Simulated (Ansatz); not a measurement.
Li: from a trial structure to a relaxed crystal

Computed with Ansatz, DFT r2SCAN, scalar-relativistic, plane waves, PAW.

The start puts Li on the alpha-boron structure type (R-3m, No. 166), at a guessed volume.

The final relaxation ran on this input, with the default PAW datasets:

```yaml
crystal:
  lattice:
    - [3.433323968, 1.9822305171, 7.606454375]
    - [-3.433323968, 1.9822305171, 7.606454375]
    - [0.0, -3.9644610342, 7.606454375]
  atoms:
    - { symbol: Li, position: [0.0816701963, 0.5267988381, 0.0816701963] }
    - { symbol: Li, position: [0.0816701963, 0.0816701963, 0.5267988381] }
    - { symbol: Li, position: [0.5267988381, 0.0816701963, 0.0816701963] }
    - { symbol: Li, position: [0.9183298037, 0.4732011619, 0.9183298037] }
    - { symbol: Li, position: [0.4732011619, 0.9183298037, 0.9183298037] }
    - { symbol: Li, position: [0.9183298037, 0.9183298037, 0.4732011619] }
    - { symbol: Li, position: [0.2285431891, 0.6272755122, 0.2285431891] }
    - { symbol: Li, position: [0.2285431891, 0.2285431891, 0.6272755122] }
    - { symbol: Li, position: [0.6272755122, 0.2285431891, 0.2285431891] }
    - { symbol: Li, position: [0.7714568109, 0.3727244878, 0.7714568109] }
    - { symbol: Li, position: [0.3727244878, 0.7714568109, 0.7714568109] }
    - { symbol: Li, position: [0.7714568109, 0.7714568109, 0.3727244878] }
basis:
  ecutwfc: 500
kpoints:
  mp_grid: { grid: [9, 9, 9] }
hamiltonian:
  xc: r2scan
scf:
  occupations: { method: gaussian, width: 0.1 }
output:
  forces: true
  stress: true
  eigenvalues: true
relax:
  adjacent_minimum: "off"
  f_tol: 0.01
  max_steps: 80
  cell: { stress_tol: 0.05 }
```

It can be run as:

```bash
ansatz run input.yaml --threads 1 --pin off --backend cpu --events-out ev --progress --plain --runs-dir out  # memory cap (--max-ram) not shown
```

End of the output:

```
SCF converged after 9 iterations
Free energy (F): -2459.054438 eV
Harris-Foulkes:  -2459.054438 eV  (|F-HF|=1.09e-11)
Internal energy: -2459.029165 eV  (E = F + TS)
E sigma→0 (E₀):  -2459.041802 eV
Entropy (-TS):   -0.025274 eV (-2.106 meV/atom)
Fermi energy:    0.409284 eV
--- Per-component energies (eV) ---
  E_band       = -1166.526473
  E_kinetic    = 251.045784
  E_local      = -1740.827791  (includes V_loc(G=0)·N_el)
  E_nonlocal   = -399.978926
  E_hartree    = 532.038695
  E_xc         = -112.715757
  E_vxc        = -160.985650  (∫ρ·V_xc dr)
  E_paw        = -261.764227  (= ΣΔE_a)
  E_vpaw       = -189.902646  (= ΣTr[D̂ρ^β])
  E_aug_tail   = -0.001261  (compensation charges beyond the density's cutoff)
  E_vtau       = 10.046654  (kinetic-family band-sum trace: ∫τ·v_τ [+ j·A + Jᵃ·Aᵃ] dr)
  E_ewald      = -726.825682
  E_smearing   = -0.025274  (= −TS)
  E_closure    = 0.000000  (closes the sum)
  Σ components = -2459.054438   (vs F -2459.054438, Δ=0.00e0)
--- Forces (eV/Å), atoms counted from 1 ---
  atom   1  Li    -0.00110961     0.00064063    -0.00001589
  atom   2  Li     0.00000000    -0.00128126    -0.00001589
  atom   3  Li     0.00110961     0.00064063    -0.00001589
  atom   4  Li     0.00110961    -0.00064063     0.00001589
  atom   5  Li    -0.00110961    -0.00064063     0.00001589
  atom   6  Li     0.00000000     0.00128126     0.00001589
  atom   7  Li     0.00089034    -0.00051404    -0.00014929
  atom   8  Li     0.00000000     0.00102808    -0.00014929
  atom   9  Li    -0.00089034    -0.00051404    -0.00014929
  atom  10  Li    -0.00089034     0.00051404     0.00014929
  atom  11  Li     0.00089034     0.00051404     0.00014929
  atom  12  Li     0.00000000    -0.00102808     0.00014929
  max |Σ_I F_I| component: 6.51e-19 eV/Å
--- Stress (GPa, compression-positive) ---
        0.009440       0.000000       0.000000
        0.000000       0.009440       0.000000
        0.000000       0.000000       0.044912
  P = ⅓ Tr σ = 0.0213 GPa (0.213 kbar)
--- Relaxed structure (11 steps of the walk, 11 accepted, 1 SCFs on fresh bases) ---
  F+E_penalty+E_count = -2459.05443846 eV   max|allowed force component| = 1.281e-3 eV/Å   (the final SCF, on the basis selected at the relaxed cell)
  cell:  # Å, volume = 297.8520 Å³
    - [2.949387, 1.702830, 9.884308]
    - [-2.949387, 1.702830, 9.884308]
    - [0.000000, -3.405659, 9.884308]
  atoms:
    - { symbol: Li, position: [0.047684, 0.546186, 0.047684] }
    - { symbol: Li, position: [0.047684, 0.047684, 0.546186] }
    - { symbol: Li, position: [0.546186, 0.047684, 0.047684] }
    - { symbol: Li, position: [0.952316, 0.453814, 0.952316] }
    - { symbol: Li, position: [0.453814, 0.952316, 0.952316] }
    - { symbol: Li, position: [0.952316, 0.952316, 0.453814] }
    - { symbol: Li, position: [0.208054, 0.701249, 0.208054] }
    - { symbol: Li, position: [0.208054, 0.208054, 0.701249] }
    - { symbol: Li, position: [0.701249, 0.208054, 0.208054] }
    - { symbol: Li, position: [0.791946, 0.298751, 0.791946] }
    - { symbol: Li, position: [0.298751, 0.791946, 0.791946] }
    - { symbol: Li, position: [0.791946, 0.791946, 0.298751] }
```

Absolute energies hang on the potentials; compare differences alone.

The result has space group R-3m (No. 166). Li on Wyckoff site h (6 atoms of the primitive cell) has 7 Li at 2.80–2.96 Å; Li on Wyckoff site h (6 atoms of the primitive cell) is coordinated by 8 Li at 2.89–2.99 Å.

It lies 0.21 eV/atom above the element's standard state at the same level.

The k mesh leaves about 4 meV/atom of noise in metals.

Symmetry constrained the relaxation, so the result can be a saddle point.